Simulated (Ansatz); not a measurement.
A calculation with Ansatz (development build ahead of 0.2.0).

```yaml
crystal:
  periodic: [false, false, false]
  atoms:
    - { symbol: C, position_ang: [-0.02495, -0.29188, -1.30195] }
    - { symbol: C, position_ang: [-0.01034, 0.61554, 0.04417] }
    - { symbol: C, position_ang: [-0.01605, -0.27061, 1.27701] }
    - { symbol: H, position_ang: [0.03673, 0.423, -2.18122] }
    - { symbol: H, position_ang: [0.88205, -0.97351, -1.39622] }
    - { symbol: H, position_ang: [-0.85266, -0.96682, -1.30239] }
    - { symbol: H, position_ang: [-0.86232, 1.26197, -0.08174] }
    - { symbol: H, position_ang: [0.94874, 1.17579, 0.03] }
    - { symbol: H, position_ang: [0.01234, 0.41354, 2.21016] }
    - { symbol: H, position_ang: [-0.96041, -0.87499, 1.26946] }
    - { symbol: H, position_ang: [0.87148, -0.83216, 1.30344] }
basis:
  gaussian: { orbitals: "6-31G" }
hamiltonian:
  xc: hf
correlation:
  method: mp2
  frozen_orbitals: { C: 1, H: 0 }
```

The input is written out in the form of the current development build from the run's settings.

The run gave:

* Converged: yes
* Reference energy: -118.19665 hartree
* Correlation energy: -0.28296 hartree
* Total energy: -118.47961 hartree
* Spin squared of the determinant: 0.000
